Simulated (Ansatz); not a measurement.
Fluorite CeO2, treated with PBE0 in Ansatz (plane waves, PAW).

Settings: plane-wave cutoff 460 eV, 8×8×8 k mesh, Fermi–Dirac smearing 0.01 eV, no spin polarisation, scalar-relativistic PAW data made under PBE.

A third-order Birch–Murnaghan fit to the energies gives V0 = 13.092 Å³/atom, B0 = 209 GPa, B′ = 4.3.

| V (Å³/atom) | P (GPa) |
|---|---|
| 12.430 | 12.11 |
| 12.757 | ___ |
| 13.171 | ___ |
| 13.411 | ___ |
| 13.739 | -9.08 |

### Question
Estimate the withheld pressures from this fit; the answers are the runs' own values.

### Answer

- 12.757, P (GPa): 5.71
- 13.171, P (GPa): -1.25
- 13.411, P (GPa): -4.79

The formula P = (3/2) B0 (x^(7/3) − x^(5/3)) [1 + (3/4)(B′ − 4)(x^(2/3) − 1)] with x = V0/V meets the computed pressures within 0.02 GPa when these rounded values are put in.

Measured, for comparison: bulk modulus 220 ± 9 GPa (room temperature, not corrected to a static lattice, our sources range from 220 to 230; as tabulated in High Pressure Brillouin Spectroscopy and X-ray Diffraction of Cerium Dioxide …); equilibrium volume per atom 13.06 Å³/atom (0 K, extrapolated to 0 K; as tabulated in Stimac et al. (2024), arXiv:2411.06536). Computed (rounded) less measured: bulk modulus -5 % (-5 % to -9 % over the range), equilibrium volume per atom +0.2 %.

Spin–orbit coupling is not included.

Computed values are for the static lattice.

Ansatz is a program for electronic structure.
